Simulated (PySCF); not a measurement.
Delta-SCF ions had no search for a lower state. Excitations are Tamm–Dancoff values on a coarser integration grid. The basis has no diffuse functions, so Rydberg states are missing or too high.

Cartesian coordinates (Å):
SMILES: CC#N
```xyz
6

C     -0.4848    -0.0411    -0.0410
C      0.9640     0.0818     0.0815
N      2.1138     0.1793     0.1787
H     -0.7422    -0.7295    -0.8601
H     -0.9157    -0.4308     0.8936
H     -0.9351     0.9404    -0.2527
```
Charge 0, spin multiplicity 1.

Task: Predict the dipole moment, HOMO–LUMO gap, vertical ionisation energy (Delta-SCF), S1 excitation (TDA) and total energy from PySCF 2.14.0 with M06-2X/def2-TZVP // B3LYP-D3(BJ)/def2-SVP.

Result: 
```yaml
dipole_moment: 4.02 D
HOMO–LUMO gap: 12.25 eV
vertical ionisation energy (Delta-SCF): 12.36 eV
S1 excitation (TDA): 7.18 eV
total_energy: -132.7462 Ha
```
